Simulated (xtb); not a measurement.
H₂S, SMILES S. All values are semi-empirical tight-binding results from xtb (GFN2-xTB unless named), good for trends rather than for accurate numbers. Geometry optimised at GFN2-xTB.

Computed properties:
```yaml
point_group_as_xtb_finds_it: C2v
orbital_gap: 5.21 eV
zero_point_energy: 8.7 kcal/mol
G − E(el) at 298.15 K (modified RRHO): -3.5 kcal/mol
static polarisability (D4 model): 24.5 bohr³
solvation energy, GFN2-xTB/ALPB(water): -1.9 kcal/mol
solvation energy, GFN2-xTB/ALPB(acetone): -3.3 kcal/mol
```
